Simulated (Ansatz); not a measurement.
in.yaml

```yaml
crystal:
  periodic: [false, false, false]
  atoms:
    - {symbol: H, position_ang: [-2.045612, 0.049803, 0.000000]}
    - {symbol: H, position_ang: [-1.300612, 0.049803, 0.000000]}
    - {symbol: O, position_ang: [0.183388, 0.049803, 0.000000]}
    - {symbol: H, position_ang: [0.435246, -0.890147, 0.000000]}
basis:
  gaussian: {orbitals: cc-pVTZ}
magnetization: {spin_polarized: true, initial_magnetization: 1}
hamiltonian: {xc: hf}
output: {orbitals: {seedname: orbitals}}
```

```sh
$ ansatz run in.yaml --threads 1 --pin off --events-out ev --progress --plain --max-ram 2816MiB --backend cpu
```

The program prints:

```
396 factors; their error is unknown
mean field evaluation 1: about -2080.2485 eV, gradient 1.8e1 eV
mean field evaluation 2: about -2081.7784 eV, gradient 1.2e1 eV
mean field evaluation 4: about -2082.4179 eV, gradient 1.0e0 eV
mean field evaluation 8: about -2082.4464 eV, gradient 1.3e-1 eV
mean field evaluation 16: about -2080.2635 eV, gradient 1.8e1 eV
mean field evaluation 32: about -2082.0673 eV, gradient 1.0e0 eV
mean field evaluation 64: about -2082.4177 eV, gradient 1.0e0 eV
mean field -2082.46186334 eV, -76.5290619344 hartree, gradient 4.2e-6 eV, S^2 0.764916; 3 other end points of the search recorded, 0 dependent functions left out
reference -2082.46186334 eV, -76.5290619344 hartree; 6, 5 occupied and 66, 67 virtual orbitals, 396 factors
Total energy: -2082.46186334 eV, -76.5290619344 hartree
```

Ran on 1 thread of AMD EPYC 7R13, shared host: 1.6 s wall, 0.1 GiB peak host memory.
